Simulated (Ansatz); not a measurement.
Basis-set extrapolation for C4H6, SMILES `CC1C=C1` (PBE0-D4/def2-TZVP geometry, frozen core, Ansatz 0.2.0). Multiplicity 1, RHF reference.

```csv
,def2-TZVPP,def2-QZVPP
HF,-154.920469,-154.927454
MP2 correlation,-0.659459,-0.700822
CCSD(T) correlation,-0.722566,not run
```

Energies in hartree. Use E(X) = E(∞) + A·exp(−7.88·√X) for Hartree–Fock and E(X) = E(∞) + B·X^(−2.97) for correlation, with X = 3 and 4, and add CCSD(T) minus MP2 of the smaller set to the MP2 limit.

What is the CCSD(T) energy at the basis-set limit?

HF limit: -154.927454 + (-0.006985) × 0.13774 = -154.92842. MP2 limit: -0.700822 + (-0.041363) × 0.74074 = -0.73146. Higher-order term: -0.722566 − (-0.659459) = -0.06311. Total: -155.72299 hartree, 50.2 kcal/mol below CCSD(T)/def2-TZVPP.
